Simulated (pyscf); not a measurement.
HO–PH₂ + silanol (HO–SiH₃) -> H₃Si–O–PH₂ + water (H₂O), a four-centre exchange (singlet surface; O–P, H–O broken, O–P, H–O formed). Optimised with ωB97X-D3(BJ)/def2-SVP in PySCF. Energies in kJ/mol from the separated reactants.

AM1 to PM7: differences of heats of formation from MOPAC, which are fitted to 298 K values and so differ in kind from electronic energies by zero-point and thermal terms. 

In single points AM1 puts the saddle at 279.5 kJ/mol and the reaction energy at +37.1 kJ/mol. Should these be trusted to within a few kcal/mol? Compare with ωB97M-D3(BJ)/def2-TZVP.

ωB97M-D3(BJ)/def2-TZVP gives ΔE‡ = 166.3 kJ/mol and ΔE = -7.8 kJ/mol. AM1 lies 113.2 kJ/mol over it in the barrier and 44.9 kJ/mol over it in the reaction energy, so on this step it does not hold to within 12.6 kJ/mol. ωB97M-D3(BJ)/def2-TZVP has limits of its own. On the reactant side the descent ends in a complex, 25.7 kJ/mol under the separated species and 190.7 kJ/mol under the saddle at ωB97X-D3(BJ)/def2-TZVP. H₃Si–O–PH₂ lies 23.9 kJ/mol over its isomer HO–SiH₂–PH₂ (electronic energy, ωB97M-D3(BJ)/def2-TZVP). Another saddle between the same species, by other bonds, lies lower (91.8 kJ/mol against 166.3 kJ/mol at ωB97M-D3(BJ)/def2-TZVP).
